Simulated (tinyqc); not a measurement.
Inside a calculation. Method: Pariser-Parr-Pople SCF with singles CI, for the molecule NC1=C(Cl)C=C1 (SMILES; centres numbered as the heavy atoms are written). One step of it, computed by the program tinyqc.

Question. Iteration 1: orbitals and new P. Diagonalise F (the basis is taken as orthonormal) and form P = 2 sum c c over the lowest orbitals.

F (eV), lower triangle:
```
             1N         2C         3C         4Cl         5C         6C
1N   -14.395087
2C    -4.740062  -4.150469
3C    -0.295139  -3.108393  -2.975631
4Cl    0.498148  -0.195132  -2.458415  -10.670558
5C     0.628396   0.116274  -4.308895    0.756238  -1.406468
6C     0.393189  -3.682656   1.006418   -0.220664  -3.482495  -2.104970
```

pi electrons, sum of z_r less the charge = 8

Give: orbital energies; P after iteration 1.

Answer.

orbital energies (eV): -16.474  -11.646  -8.293  -3.675  -1.320  5.704

P after iteration 1, lower triangle:
```
         1N     2C      3C     4Cl     5C     6C
1N    1.832
2C    0.418  0.872
3C    0.066  0.070   1.362
4Cl  -0.058  0.088   0.169   1.945
5C   -0.224  0.265   0.848  -0.259  0.757
6C   -0.275  0.852  -0.334   0.011  0.183  1.232
```
